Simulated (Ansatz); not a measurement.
Geometry optimisation, UKS B3LYP-D4/def2-SVP (Ansatz 0.2.0).

The input (input.yaml):

```yaml
crystal:
  periodic: [false, false, false]
  atoms:
    - { symbol: B, position_ang: [0.0, 0.0, 0.0] }
    - { symbol: H, position_ang: [0.0, 0.0, 1.44] }
    - { symbol: Cl, position_ang: [1.6108, 0.0, -0.93] }
    - { symbol: C, position_ang: [-1.3856, 0.0, -0.8] }
    - { symbol: H, position_ang: [-1.9458, -0.9305, -0.5708] }
    - { symbol: H, position_ang: [-1.9898, 0.8797, -0.4946] }
    - { symbol: H, position_ang: [-1.1839, 0.0508, -1.8903] }
    - { symbol: H, position_ang: [0.0, 0.0, 2.4] }
magnetization:
  spin_polarized: true
  initial_magnetization: 1
basis:
  gaussian: { orbitals: def2-SVP }
hamiltonian:
  xc: b3lyp
  dispersion: d4
relax:
  f_tol: 0.15
  max_steps: 25
  restrain:
    - { distance: [1, 7], at: 1.86, k: 30.0 }
    - { distance: [0, 1], at: 1.19, k: 30.0 }
output:
  orbitals: {}
```

Run as:

```bash
$ ansatz run input.yaml --threads 2 --pin off --max-ram 3072MiB --backend cpu --events-out ev --progress --plain --runs-dir out
```

**Question.** Where does it end, and by what steps?

**Answer.** It converged. The restraints hold the end off the free minimum. After 4 steps the energy has fallen by 0.384 eV (the restraints' own energy left out); H8 moved furthest, 0.57 Å.

| step | energy less start (eV) | largest force component (eV/Å) | accepted |
| --- | --- | --- | --- |
| 0 | 0.0000 | 1.735 | yes |
| 1 | -0.1949 | 1.290 | yes |
| 2 | -0.2532 | 2.184 | yes |
| 3 | -0.3849 | 0.359 | yes |
| 4 | -0.3845 | 0.357 | yes |

```xyz
8
Properties=species:S:1:pos:R:3
B 0.005 -0.011 -0.092
H 0.066 -0.005 1.107
Cl 1.557 0.007 -0.934
C -1.352 0.004 -0.856
H -1.927 -0.900 -0.580
H -1.965 0.854 -0.506
H -1.262 0.048 -1.952
H -0.016 0.002 2.968
```

The run took 11 s on 2 threads of Arm Neoverse V1 (shared host), peak memory 0.16 GiB.
